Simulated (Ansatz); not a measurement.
# C₆H₈: small, medium and large basis sets

The task here is to estimate one member of a computed series from the others.

The runs use Ansatz 0.2.0, Gaussian basis; one geometry, several basis sets.

The runs, in order: PBE0-D4/def2-SVP; ωB97M-V/def2-SVP; PBE0-D4/def2-QZVPP; ωB97M-V/def2-QZVPP; the functionals' def2-TZVPP values are taken from earlier runs.

### Structure used throughout

The geometry comes from an earlier relaxation with PBE0-D4 in a triple-zeta def2 set; it is a stationary point, not always the lowest conformer.

14 atoms, charge 0, spin multiplicity 1.

Atoms are counted from 1 here; the program's logs count them from 0.

Bond lengths: C1–C2 1.527 Å, C1–H7 1.092 Å, C1–H8 1.092 Å, C1–H9 1.092 Å, C2–C3 1.497 Å, C2–C6 1.497 Å, C2–H10 1.102 Å, C3–C4 1.341 Å, C3–H11 1.082 Å, C4–C5 1.461 Å, C4–H12 1.083 Å, C5–C6 1.341 Å, C5–H13 1.083 Å, C6–H14 1.082 Å. Angles: C2–C1–H7 110.9°, C2–C1–H8 110.9°, C2–C1–H9 110.4°, H7–C1–H8 108.0°, H7–C1–H9 108.3°, H8–C1–H9 108.3°, C1–C2–C3 114.3°, C1–C2–C6 114.3°, C1–C2–H10 108.3°, C3–C2–C6 102.6°, C3–C2–H10 108.5°, C6–C2–H10 108.5°, C2–C3–C4 109.6°, C2–C3–H11 123.6°, C4–C3–H11 126.8°, C3–C4–C5 109.1°, C3–C4–H12 126.2°, C5–C4–H12 124.7° and more.

The first run:

in.yaml

```yaml
crystal:
  periodic: [false, false, false]
  atoms:
    - {symbol: C, position_ang: [-1.458747, -0.966266, 0.443632]}
    - {symbol: C, position_ang: [-0.221856, -0.539355, -0.343208]}
    - {symbol: C, position_ang: [1.045144, -0.536094, 0.454372]}
    - {symbol: C, position_ang: [1.620967, 0.672567, 0.379505]}
    - {symbol: C, position_ang: [0.792666, 1.545522, -0.448802]}
    - {symbol: C, position_ang: [-0.279982, 0.860508, -0.870947]}
    - {symbol: H, position_ang: [-1.349453, -1.986487, 0.818012]}
    - {symbol: H, position_ang: [-2.351553, -0.930919, -0.184544]}
    - {symbol: H, position_ang: [-1.613855, -0.302976, 1.297039]}
    - {symbol: H, position_ang: [-0.097512, -1.228572, -1.193875]}
    - {symbol: H, position_ang: [1.412044, -1.396819, 0.997854]}
    - {symbol: H, position_ang: [2.548846, 0.969821, 0.851303]}
    - {symbol: H, position_ang: [1.022059, 2.578907, -0.675540]}
    - {symbol: H, position_ang: [-1.081669, 1.231064, -1.496102]}
basis:
  gaussian: {orbitals: def2-SVP}
hamiltonian: {xc: pbe0, dispersion: d4}
output: {orbitals: {seedname: orbitals}}
```

Launch:

```console
$ ansatz run in.yaml --threads 4 --pin off --events-out ev --progress --plain --max-ram 10444MiB
```

Steps of the session up to this table: PBE0-D4 in def2-SVP; ωB97M-V in def2-SVP; PBE0-D4 in def2-QZVPP; ωB97M-V in def2-QZVPP.

One table of the session follows, with a row left open; its other results are not shown here.

It belongs to the step «Density functionals: the series». 

```
functional       basis  HOMO (eV)
   PBE0-D4    def2-SVP      -6.27
   PBE0-D4  def2-TZVPP      -6.31
   PBE0-D4  def2-QZVPP      -6.32
   ωB97M-V    def2-SVP      -8.47
   ωB97M-V  def2-TZVPP          ?
   ωB97M-V  def2-QZVPP      -8.51
```

Estimate the missing values for ωB97M-V, def2-TZVPP.

**Answer.** HOMO (eV): -8.49. In the column «HOMO (eV)» it lies between ωB97M-V, def2-QZVPP (-8.51) and ωB97M-V, def2-SVP (-8.47).
